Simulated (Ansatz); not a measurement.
C$_{4}$H$_{11}$P (`CC(C)(C)P`). Total charge 0; spin multiplicity 1.

```xyz
16

C    -0.419   -0.292    1.316
C     0.000    0.016   -0.115
C     1.126   -0.922   -0.543
C     0.465    1.465   -0.223
P    -1.398   -0.207   -1.339
H    -0.762   -1.325    1.418
H     0.427   -0.150    1.999
H    -1.228    0.365    1.645
H     1.445   -0.724   -1.570
H     0.820   -1.970   -0.480
H     1.994   -0.789    0.111
H    -0.324    2.162    0.073
H     0.772    1.714   -1.243
H     1.323    1.634    0.437
H    -1.846   -1.475   -0.876
H    -2.395    0.498   -0.610
```

(1) What are the harmonic wavenumbers in cm⁻¹ at PBE0-D4/def2-TZVP (Ansatz, finite differences of forces, unscaled)? (Estimate.)

(2) Is this a minimum?

(3) Give the ideal-gas thermochemistry at 298.15 K and 1 bar (rigid rotor, harmonic oscillator; point group Cs, symmetry number 1).

(4) And at 400, 500, 600, 800 and 1000 K?

Results:

(1) The calculation gave: 178, 234, 263, 267, 283, 287, 347, 377, 378, 596, 803, 826, 853, 954, 957, 961, 1047, 1049, 1099, 1216, 1244, 1250, 1390, 1391, 1420, 1468, 1473, 1475, 1493, 1495, 1504, 2389, 2399, 3026, 3033, 3037, 3099, 3104, 3107, 3118, 3120, 3125.

(2) Yes, all 42 modes are real.

(3) Zero-point energy 365.7 kJ/mol; H(298) − E = 387.8 kJ/mol; entropy 341.2 J/(mol·K), of which translation 165.0, rotation 111.1, vibration 65.1; G(298) − E = 286.0 kJ/mol.

(4) 
| T (K) | H − E (kJ/mol) | S (J/mol/K) | G − E (kJ/mol) |
| --- | --- | --- | --- |
| 400 | 402.0 | 382.0 | 249.2 |
| 500 | 419.0 | 419.7 | 209.1 |
| 600 | 438.6 | 455.4 | 165.3 |
| 800 | 484.2 | 520.8 | 67.6 |
| 1000 | 536.5 | 579.0 | -42.5 |
